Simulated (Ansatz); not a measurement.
PBE exchange is replaced step by step with exact exchange (0 % is PBE, 25 % PBE0; no dispersion term), basis def2-TZVP, Ansatz. System: Li₂O. Charge 0, multiplicity 1. Geometry: r2SCAN-D4/def2-TZVP, each spin state at its own.

The relaxed triplet has other bonds than the singlet, so its gap is one between isomers. The relaxed quintet has other bonds than the singlet, so its gap is one between isomers.

Geometry of the singlet:

Cartesian coordinates in Å:
```
Li -0.6417 -0.8690 -1.2021
Li 0.6432 0.8672 1.2026
O -0.0015 0.0018 -0.0005
```

In the quintet geometry the species has come apart into loosely held pieces. The structure comes from a short search, and lower isomers may exist.

```
exact exchange (%)  HOMO (eV)  LUMO (eV)  gap (eV)  triplet − singlet (kJ/mol)  quintet − singlet (kJ/mol)
                 0      -3.11      -1.01      2.10                       222.2                       721.5
                 5      -3.33      -0.89      2.44                       216.0                       710.3
                15      -3.78      -0.68      3.11                       203.9                       688.4
                25      -4.25      -0.47      3.78                       192.1                       667.2
                35      -4.73      -0.27      4.46                       180.6                       646.7
                50      -5.48       0.02      5.50                       164.0                       617.3
```

Fit a straight line to the column «quintet − singlet (kJ/mol)» against the share of exact exchange and predict its value at 10 %.

With x = exact exchange (%) and y = quintet − singlet (kJ/mol): mean x = 21.67, mean y = 675.2; Σ(x − x̄)(y − ȳ) = -3723, Σ(x − x̄)² = 1783; slope b = -2.088, intercept a = ȳ − b·x̄ = 720.4. The residuals of the fitted rows reach 1.3. At x = 10 the line gives 720.4 + (-2.088 × 10) = 699.5; the run gave 699.2, 0.3 less than the line.
